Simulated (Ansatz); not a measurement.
Worked example: ideal-gas entropy of C3H6S (thietane)

A singlet with charge 0, relaxed at PBE0-D4/def2-TZVP (Ansatz 0.2.0):

```xyz
10

C    -0.5536    0.4013   -0.2484
C    -0.2699   -1.1040   -0.3077
S     0.9430   -0.9571    1.0550
C     0.7276    0.7754    0.5056
H    -0.6968    0.8947   -1.2129
H    -1.4288    0.5967    0.3734
H     0.2179   -1.4174   -1.2326
H    -1.1077   -1.7673   -0.0967
H     0.6244    1.4963    1.3157
H     1.5440    1.0812   -0.1513
```

Harmonic wavenumbers in cm⁻¹: 156, 536, 711, 718, 827, 867, 961, 992, 1005, 1037, 1193, 1206, 1256, 1257, 1312, 1475, 1476, 1503, 3067, 3077, 3078, 3118, 3140, 3146.

Masses in u: C 12.011, S 32.06, H 1.008. Take T = 298.15 K, p = 1 bar, R = 8.3145 J/(mol K), kT/hc = 207.22 cm⁻¹, rigid rotor and harmonic oscillator.

Work out S° at 298 K.


1. Translation (Sackur–Tetrode): S = R[3/2 ln M + 5/2 ln T − 1.1517] with M = 74.141 gives 162.6 J/(mol K).
2. Rotation: principal moments 49.529, 74.870, 112.677 u Å² give A, B, C = 0.3404, 0.2252, 0.1496 cm⁻¹; the symmetry number is σ = 1; q = (√π/σ)√((kT/hc)³/ABC) = 49372; S = R(ln q + 3/2) = 102.3.
3. Vibration: with u = ν̃/207.22, each mode gives R[u/(eᵘ − 1) − ln(1 − e⁻ᵘ)]; the sum is 19.6, most from 156 cm⁻¹ (10.9), 536 cm⁻¹ (2.4), 711 cm⁻¹ (1.2).
4. Electronic: R ln 1 = 0.0, from the spin multiplicity alone.
5. Sum: 162.6 + 102.3 + 19.6 + 0.0 = 284.5 J/(mol K).

The tabulated value is 285.0 J/(mol K) (CRC Handbook of Chemistry and Physics): the model is off by -0.5. Where a soft mode is a torsion, a harmonic oscillator describes it poorly.
